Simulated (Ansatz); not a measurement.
The parent structure is Ge in the diamond structure (space group Fd-3m, No. 227; a = 5.762 Å).

Computed with Ansatz (a first-principles code), PBE, PAW, cutoff 420 eV, no spin-orbit coupling, earlier PAW set.

Modification: every Ge is replaced by Sn; the structure is relaxed again.

Measured lattice parameter a: Ge 5.644 Å (static lattice; corrected from measurement; as listed in Daniel Mejia-Rodriguez, S. B. Trickey, Phys. Rev. B (2018)); Sn 6.477 Å (static lattice; corrected from measurement; as listed in Daniel Mejia-Rodriguez, S. B. Trickey, Phys. Rev. B (2018)).

**Question.** How well does PBE reproduce the measured shift?

**Answer.** With PBE the lattice parameter a moves by +0.893 Å (5.762 → 6.656) against +0.833 Å measured.

Stability against distortions was not tested.
